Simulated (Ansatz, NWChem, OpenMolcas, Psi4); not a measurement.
# Errors in the atomisation enthalpy at 298 K

8 molecules with oxygen; the atomisation enthalpy at 298 K in kJ/mol, computed less measured. Shapes, held fixed at every level: PBE0-D4/def2-TZVP. Thermal terms are harmonic and unscaled (PBE0-D4/def2-TZVP); the spin-orbit lowering of the free atoms is taken from their spectra. Programs: Ansatz 0.2.0, NWChem 7.3.0, OpenMolcas 26.06, Psi4 1.11. A level may come from different programs for different species; with the same settings they agree closely. Measured values: Active Thermochemical Tables, NIST-JANAF tables.

Levels: A = SVWN5/cc-pVTZ; B = r2SCAN/cc-pVTZ; C = CAM-B3LYP/cc-pVTZ; D = CCSDT/STO-3G.

| molecule | from tabulated heats | A | B | C | D |
| --- | --- | --- | --- | --- | --- |
| BOF (fluoro(oxo)borane) | 1501 | +248 | -7 | -13 | -195 |
| CO2 (carbon dioxide) | 1609 | +349 | +23 | -2 | -458 |
| NClO (nitrosyl chloride) | 790 | +309 | +24 | -15 | -366 |
| OF2 (oxygen difluoride) | 383 | +327 | +27 | +6 | -18 |
| N2O (nitrous oxide) | 1112 | +380 | +20 | +9 | -650 |
| C2HO (ethynyloxy radical) | 1723 | +361 | +45 | +12 | -247 |
| HOCN (cyanic acid) | 1671 | +353 | -9 | 0 | -405 |
| NO2F (nitryl fluoride) | 1159 | +554 | +71 | +26 | -730 |

Which level does best on this set, which worst, and which err to one side?


```json
{"level": "SVWN5/cc-pVTZ", "kind": "LDA", "mean error": "+360.1", "mean absolute error": "360.1", "worst case": "NO2F"}
{"level": "r2SCAN/cc-pVTZ", "kind": "meta-GGA", "mean error": "+24.2", "mean absolute error": "28.2", "worst case": "NO2F"}
{"level": "CAM-B3LYP/cc-pVTZ", "kind": "range-separated hybrid", "mean error": "+2.9", "mean absolute error": "10.4", "worst case": "NO2F"}
{"level": "CCSDT/STO-3G", "kind": "coupled cluster or CI", "mean error": "-383.6", "mean absolute error": "383.6", "worst case": "NO2F"}
```

On this set CAM-B3LYP/cc-pVTZ has the smallest mean absolute error and CCSDT/STO-3G the largest. SVWN5/cc-pVTZ is too high in 8 of 8; r2SCAN/cc-pVTZ is too high in 6 of 8; CCSDT/STO-3G is too low in 8 of 8. The heats of NO2F (nitryl fluoride) come from older tables and can be uncertain by 10 kJ/mol or more. Heats of the atoms come from ATcT where it has them, that of boron, 570 kJ/mol, from recent work. The levels differ in basis as well as in method. The tabulated value of BOF is in doubt (older tables, estimates, or at odds with other calculations) and kept here. Over the 7 molecules whose values aren't doubted the mean absolute errors are A 376.1; B 31.3; C 10.0; D 410.6. The largest two are near a tie. Correlated wave functions converge slowly with the basis. T1 is large for N2O (0.022), C2HO (0.061), so single-reference values are less sure there. Spin contamination: C2HO (⟨S²⟩ up to 1.18). Open shells run unrestricted. The set is small.
